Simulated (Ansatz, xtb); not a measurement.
# Relaxing a trial structure of BHO

The starting geometry of this gas-phase singlet has its atoms placed at random.

```yaml
atoms:
  - { symbol: B, position_ang: [0.4491, -0.2418, -0.2724] }
  - { symbol: O, position_ang: [-0.2434, 0.4678, 1.6432] }
  - { symbol: H, position_ang: [0.0337, 0.5808, -1.4972] }
```

Problem. One run relaxed it with r2SCAN-D4/def2-SVP. What is a likely outcome?

Solution. It ends as `B=O`. Contacts that close: B1–O2 (2.16 → 1.20 Å), B1–H3 (1.53 → 1.18 Å).

The energy falls by 10.00 eV over 10 steps:

```csv
step,E − E(last) (eV)
1,9.995
2,6.674
3,2.650
4,1.336
5,0.171
6,0.046
7,0.002
8,0.000
9,0.000
10,0.000
```

Final geometry (Å):

```yaml
atoms:
  - { symbol: B, position_ang: [0.0803, 0.2694, -0.0489] }
  - { symbol: O, position_ang: [-0.0034, 0.1935, 1.1492] }
  - { symbol: H, position_ang: [0.1625, 0.3440, -1.2266] }
```

From the same start GFN2-xTB reaches the same bonding as this run.

From so rough a start the end depends on the optimiser's path, so another program may land elsewhere. No frequencies were run, so the end isn't proven a minimum. Run with Ansatz 0.2.0, 5.1 s on 1 thread of Arm Neoverse V2, with other jobs on the host.
